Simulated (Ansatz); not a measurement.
# C₂N₂S: ionisation energy by level of theory

One table from this session's results is given with a row withheld; the runs are named, their logs left out.

Method: unrestricted cation, the program's frozen cores in correlated methods; program: Ansatz 0.2.0, Gaussian basis.

Plan: UKS PBE-D4/def2-TZVPP; UKS r2SCAN-D4/def2-TZVPP; UKS PBE0-D4/def2-TZVPP; UKS B3LYP-D4/def2-TZVPP; UKS wB97X-V/def2-TZVPP; UKS wB97M-V/def2-TZVPP; UKS B2PLYP/def2-TZVPP; UHF-CCSD(T)/def2-TZVPP; UHF-CCSD(T)/def2-QZVPP; extrapolation to the limit; then −ε(HOMO) from the neutral's earlier runs with LDA (SPW92), PBE-D4, revPBE-D4, BLYP-D4, r2SCAN-D4, B97M-V, PBE0-D4, B3LYP-D4, r2SCANh-D4, r2SCAN0-D4, HSE06-D4, BHLYP-D4, CAM-B3LYP-D4, LC-ωPBE, ωB97X-V, ωB97M-V.

## The geometry

All runs share one geometry, relaxed beforehand with PBE0-D4 in a triple-zeta def2 set.

SMILES `N#CSC#N`, 5 atoms, charge 0, spin multiplicity 1.

Atoms are counted from 1 here; the program's logs count them from 0.

Bond lengths: N1–C2 1.153 Å, C2–S3 1.690 Å, S3–C4 1.690 Å, C4–N5 1.153 Å. Angles: N1–C2–S3 175.2°, C2–S3–C4 99.1°, S3–C4–N5 175.2°.

Set-up of the first run:

in.yaml reads:

```yaml
crystal:
  periodic: [false, false, false]
  atoms:
    - {symbol: N, position_ang: [0.862270, -1.362000, 1.650960]}
    - {symbol: C, position_ang: [0.743008, -0.840592, 0.629623]}
    - {symbol: S, position_ang: [0.682056, -0.146700, -0.910064]}
    - {symbol: C, position_ang: [-0.683791, 0.827844, -0.708653]}
    - {symbol: N, position_ang: [-1.603543, 1.521448, -0.661875]}
basis:
  gaussian: {orbitals: def2-TZVPP}
total_charge: 1
magnetization: {spin_polarized: true, initial_magnetization: 1}
hamiltonian: {xc: pbe, dispersion: d4}
```

Launch:

```console
$ ansatz run in.yaml --threads 2 --pin off --events-out ev --progress --plain --max-ram 32768MiB --backend cpu
```

Among the steps run: Cation, UKS PBE-D4/def2-TZVPP; Cation, UKS r2SCAN-D4/def2-TZVPP; Cation, UKS PBE0-D4/def2-TZVPP; Cation, UKS B3LYP-D4/def2-TZVPP; Cation, UKS wB97X-V/def2-TZVPP; Cation, UKS wB97M-V/def2-TZVPP; Cation, UKS B2PLYP (frozen core)/def2-TZVPP; Cation, UHF-CCSD(T)/def2-TZVPP; Cation, UHF-CCSD(T)/def2-QZVPP.

One table of the session follows, with a row left open; its other results are not shown here.

It belongs to the step «Ionisation energies side by side». For comparison, −ε(HOMO) of the neutral from earlier runs:

| functional | −ε(HOMO) (eV) |
| --- | --- |
| LDA (SPW92) | 7.91 |
| PBE-D4 | 7.71 |
| revPBE-D4 | 7.65 |
| BLYP-D4 | 7.55 |
| r2SCAN-D4 | 7.98 |
| B97M-V | 7.97 |
| PBE0-D4 | ? |
| B3LYP-D4 | 8.69 |
| r2SCANh-D4 | 8.43 |
| r2SCAN0-D4 | 9.11 |
| HSE06-D4 | 8.53 |
| BHLYP-D4 | 10.01 |
| CAM-B3LYP-D4 | 10.22 |
| LC-ωPBE | 11.57 |
| ωB97X-V | 11.17 |
| ωB97M-V | 11.01 |

Q: Estimate the row for PBE0-D4 from the others.

**Answer.** −ε(HOMO) (eV): 8.93. In the column «−ε(HOMO) (eV)» it lies between B3LYP-D4 (8.69) and r2SCAN0-D4 (9.11).
